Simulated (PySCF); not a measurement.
# F4P: the cost of one run

The runs use PySCF 2.14.0, with density-fitted response routines of our own; the level of theory stands in each step. All values are computed, except where a source is named. Atoms count from 0, in the outputs and in this text.

**1. The starting structure**

5 atoms, charge 1, multiplicity 1; geometry from: GFN2-xTB. The atoms were then displaced at random by about 0.01 Å, so the start is not that level's minimum.

Bonds of the start (Å): F0–P1 1.48, P1–F2 1.50, P1–F3 1.51, P1–F4 1.50.

**2. Optimising the geometry at PBE0-D3(BJ)/def2-SVP**

Job settings and geometry (Å):

```
{"job": {"xc": "PBE0", "basis": "def2-SVP", "d3": "d3bj", "grid": 1, "shake": 0.01, "kind": "geom"}, "charge": 1, "multiplicity": 1}
F     -1.184520    -0.052520    -0.896230
P     -0.003860    -0.003940    -0.005570
F      1.219520    -0.248200    -0.829510
F      0.133900     1.347360     0.659410
F     -0.131460    -1.076680     1.034000
```

Started as:

```sh
OMP_NUM_THREADS=1 python probes_run.py task.json out
```

This one command runs all jobs of the session in turn.

Q: Estimate the wall time of this first job on 1 thread of Arm Neoverse V1, shared host.

About 19 s.
